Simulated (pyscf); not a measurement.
Structures and frequencies: ωB97X-D3(BJ)/def2-SVP in PySCF.

### Question
For the elementary gas-phase step F–Si(F)(F)–O–Si(F)(F)–F + F–CH₂–F → F–CH(F)–Si(F)(F)–O–Si(F)(F)–F + HF (singlet surface; F–Si, C–H broken, C–Si, F–H formed), what barrier and reaction energy does HF/def2-TZVP give, measured from the separated reactants?

### Answer
ΔE‡ = 5.12 eV, ΔE = +2.31 eV. ωB97M-D3(BJ)/def2-TZVP gives 3.74 eV and +1.96 eV. Zero-point energy shifts the barrier by -0.10 eV. It is a four-centre exchange, with an imaginary mode of 1276i cm⁻¹. One saddle was located; it need not be the lowest between these sides.
